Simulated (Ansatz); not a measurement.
in.yaml

```yaml
crystal:
  periodic: [false, false, false]
  atoms:
    - {symbol: F, position_ang: [0.072839, -0.480480, 1.191357]}
    - {symbol: N, position_ang: [0.078200, -0.504380, -1.538768]}
    - {symbol: Si, position_ang: [-0.125489, 0.523752, -0.037976]}
    - {symbol: H, position_ang: [1.037026, 1.471534, -0.014144]}
basis:
  gaussian: {orbitals: cc-pVDZ}
magnetization: {spin_polarized: false, initial_magnetization: 5}
correlation: {method: ccsdt_q, electrons: outside_noble_gas}
```

```sh
$ ansatz run in.yaml --threads 2 --pin off --events-out ev --progress --plain --max-ram 15360MiB --backend cuda --devices 0, --max-vram 18GiB
```

(1) Roughly how long does this take on 2 threads of AMD EPYC 7R13 with a shared H100 80 GB, shared host, and how much host memory?

```
940 factors; integrals over basis functions are off by at most 1.6e-7 eV
mean field evaluation 1: about -12053.5495 eV, gradient 2.9e1 eV
mean field evaluation 2: about -12053.6229 eV, gradient 2.9e1 eV
mean field evaluation 4: about -12056.7213 eV, gradient 7.4e0 eV
mean field evaluation 8: about -12057.4028 eV, gradient 8.6e-1 eV
mean field evaluation 16: about -12057.4542 eV, gradient 1.0e-1 eV
mean field evaluation 32: about -12057.4426 eV, gradient 3.1e-1 eV
mean field evaluation 64: about -12044.0532 eV, gradient 4.8e1 eV
mean field evaluation 96: about -12056.9372 eV, gradient 2.8e0 eV
mean field evaluation 128: about -12052.7738 eV, gradient 3.8e0 eV
mean field evaluation 160: about -12050.1312 eV, gradient 6.0e0 eV
...
cycle  24  -10.35761017 eV  change    1.3e-5 eV  update   3.0e-5
cycle  25  -10.35759357 eV  change    1.7e-5 eV  update   2.0e-5
cycle  26  -10.35759520 eV  change   -1.6e-6 eV  update   1.4e-5
cycle  27  -10.35760181 eV  change   -6.6e-6 eV  update   9.1e-6
cycle  28  -10.35760217 eV  change   -3.6e-7 eV  update   6.7e-6
cycle  29  -10.35760117 eV  change    1.0e-6 eV  update   4.6e-6
cycle  30  -10.35760134 eV  change   -1.7e-7 eV  update   3.5e-6
cycle  31  -10.35760044 eV  change    9.0e-7 eV  update   2.9e-6
cycle  32  -10.35759935 eV  change    1.1e-6 eV  update   2.2e-6
cycle  33  -10.35759912 eV  change    2.3e-7 eV  update   1.7e-6
perturbative correction -0.01558917 eV, -0.0005728913 hartree
Total energy: -12067.82744039 eV, -443.4844785670 hartree
```

For the same geometry and basis UCCSDT(Q) lies 6.8 meV lower.

Results:

(1) 8.5 s wall and 0.97 GiB.
